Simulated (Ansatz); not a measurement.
# AlH₃+ (doublet): wave-function methods side by side at distance Al1–H3 = 1.243 Å, cc-pVTZ

The task here is to estimate one member of a computed series from the others.

Computed with Ansatz 0.2.0, Gaussian basis. Level: cc-pVTZ, core rule «outside noble gas», up to 5 orbitals frozen.

Plan: UHF; CCSD(T) on ROHF; CCSD(T) on UHF; BCCD(T) on ROHF; CCSDT(Q) on ROHF; CCSDT(Q) on UHF; CASSCF and MRCISD+Q, 3 electrons in 3 orbitals; CASSCF and NEVPT2, 3 electrons in 3 orbitals; Full CI.

22 further runs of the same task are left out: 20 for a known fault of the program, 2 that didn't finish.

## The system

The geometry derives from a PBE0/def2-TZVP stationary point (not a proven minimum). One bond is set to the value named and the two fragments are kept rigid.

4 atoms, charge 1, spin multiplicity 2.

Atoms are counted from 1 here; the program's logs count them from 0.

Bond lengths: Al1–H2 1.560 Å, Al1–H3 1.243 Å. Angles: H2–Al1–H3 167.6°.

Set-up of the first run:

File in.yaml:

```yaml
crystal:
  periodic: [false, false, false]
  atoms:
    - {symbol: Al, position_ang: [0.000000, 0.058298, 0.010599]}
    - {symbol: H, position_ang: [0.000000, 0.227340, -1.540599]}
    - {symbol: H, position_ang: [0.000000, 0.192958, 1.246283]}
    - {symbol: H, position_ang: [0.000000, -1.980874, 0.010599]}
basis:
  gaussian: {orbitals: cc-pVTZ}
total_charge: 1
magnetization: {spin_polarized: true, initial_magnetization: 1}
hamiltonian: {xc: hf}
output: {orbitals: {seedname: orbitals}}
```

On the command line:

```console
ansatz run in.yaml --threads 1 --pin off --events-out ev --progress --plain --max-ram 4096MiB --backend cpu
```

Steps of the session up to this table: UHF; CCSD(T) on ROHF; CCSD(T) on UHF; BCCD(T) on ROHF; CCSDT(Q) on ROHF; CCSDT(Q) on UHF; CASSCF and MRCISD+Q, 3 electrons in 3 orbitals; CASSCF and NEVPT2, 3 electrons in 3 orbitals; Full CI.

One table of the session follows, with a row left open; its other results are not shown here.

| method | from FCI (meV) |
| --- | --- |
| ROHF | +2264.6 |
| UHF | +2250.7 |
| RMP2 | +511.8 |
| UMP2 | +507.1 |
| RCCSD | +33.0 |
| UCCSD | +32.8 |
| RCCSD(T) | +8.9 |
| UCCSD(T) | +8.8 |
| BCCD(T) | +8.6 |
| RCCSDT | +0.7 |
| UCCSDT | +0.6 |
| RCCSDT(Q) | +0.2 |
| UCCSDT(Q) | +0.1 |
| CASSCF pair | ? |
| NEVPT2 pair | +517.9 |
| MRCISD pair | +57.0 |
| MRCISD+Q pair | -13.5 |
| FCI | 0 |

Q: Estimate the row for CASSCF pair from the others.

**Answer.** from FCI (meV): +1839.6. In the column «from FCI (meV)» it lies between NEVPT2 pair (+517.9) and UHF (+2250.7).

Some runs used a GPU and others CPU threads alone; cost is compared among the GPU runs only.

Among the levels timed on like hardware and quicker than the yardstick, those that no quicker one beats, quickest first: NEVPT2 pair (6.5 s, +517.9 meV); MRCISD+Q pair (6.5 s, -13.5 meV); RCCSDT(Q) (8 s, +0.2 meV); UCCSDT(Q) (11 s, +0.1 meV).

To keep in mind: The yardstick is full CI for this spin, exact in this basis with these frozen cores. MRCISD+Q pair falls below full CI: the +Q correction isn't variational, and the cores differ from full CI's. Of the multireference levels listed MRCISD+Q pair comes nearest in total energy (-13.5 meV), which doesn't show that its space is the better one. Levels on UHF freeze UHF's core orbitals, full CI those of ROHF, so the U rows can settle a little off it for that reason alone. Restricted and unrestricted rows rest on different reference determinants; where their highest levels disagree by more than a few hundredths of an eV, they describe different states and don't form one ladder.
